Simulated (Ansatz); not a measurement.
Zinc-blende HgS (metastable phase), treated with PBE0-D3(BJ) (Ansatz, a quantum-chemistry and plane-wave program, PAW).

Settings: plane-wave cutoff 460 eV, 8×8×8 k mesh, Fermi–Dirac smearing 0.01 eV, scalar-relativistic PAW data made under PBE.

The direct gap at Γ against volume; x = 100 ln(V/24.911 Å³). One gap is withheld.

```
V (Å³/atom)      x  gap (eV)
-----------  -----  --------
23.666       -5.13     1.080
24.289       -2.53     1.037
24.911        0.00     0.994
25.489        2.29     0.953
26.157        4.88         ?
```

Problem. Fit a straight line to the rows shown, give the volume deformation potential and predict the withheld gap.

Solution. Means of the 4 rows: x̄ = -1.343, ȳ = 1.0160 eV. Σ(x − x̄)(y − ȳ) = -0.5257 and Σ(x − x̄)² = 30.753, so the slope is -0.0171 eV per unit of x, and dE_g/d ln V = -1.7 eV. At x = 4.88: 1.0160 + (-0.0171) × (4.88 − (-1.343)) = 0.910 eV. The run gives 0.905 eV, 0.005 eV below the line, as the curve bends the same way over all rows.

Spin–orbit coupling is not included.
